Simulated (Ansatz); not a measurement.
# CH3NS: the cost of one run

Method: the levels named in each step, in Ansatz 0.2.0.

### 1 The system as given

Bond lengths: N1–C2 1.337 Å, C2–S3 1.627 Å, N1–H4 1.008 Å, N1–H5 1.006 Å, C2–H6 1.086 Å. Angles: N1–C2–S3 123.7°, N1–C2–H6 115.3°, S3–C2–H6 121.0°, C2–N1–H4 118.2°, C2–N1–H5 122.7°, H4–N1–H5 119.1°.

Coordinates:

```xyz
6

N    -1.5689    0.3550    0.0137
C    -0.2683    0.6428   -0.1020
S     0.9166   -0.4630    0.0378
H    -1.8314   -0.6009    0.1970
H    -2.2890    1.0512   -0.0751
H    -0.0387    1.6857   -0.3002
```

### 2 A rough first relaxation, PBE-D4/def2-SVP

This run stands in another session on the same molecule. It ended at:

```xyz
6

N    -1.5755    0.3524    0.0141
C    -0.2570    0.6227   -0.1006
S     0.9687   -0.4707    0.0367
H    -1.8646   -0.6114    0.2016
H    -2.2882    1.0776   -0.0803
H    -0.0631    1.7001   -0.3003
```

### 3 Relaxation, r2SCAN-D4/def2-TZVPP

input.yaml

```yaml
crystal:
  periodic: [false, false, false]
  atoms:
    - { symbol: "N", position_ang: [-1.57547972, 0.3524247, 0.01405935] }
    - { symbol: C, position_ang: [-0.25702608, 0.62268218, -0.1005618] }
    - { symbol: S, position_ang: [0.9686961, -0.47067001, 0.03665998] }
    - { symbol: H, position_ang: [-1.86464655, -0.61140341, 0.20159071] }
    - { symbol: H, position_ang: [-2.28816335, 1.07756772, -0.08027536] }
    - { symbol: H, position_ang: [-0.06308041, 1.70012881, -0.30027288] }
basis:
  gaussian: { orbitals: def2-TZVPP }
hamiltonian:
  xc: r2scan
  dispersion: d4
relax:
  f_tol: 0.002
  max_steps: 150
```

Started as:

```bash
ansatz run input.yaml --threads 4 --pin off --max-ram 10240MiB --backend cpu --events-out ev --progress --plain --runs-dir out
```

**Question.** How long does this run take on 4 threads of Intel Xeon Platinum 8488C (Sapphire Rapids), shared host, and how much memory does it need?

About 7 s, with a peak of 0.26 GiB.
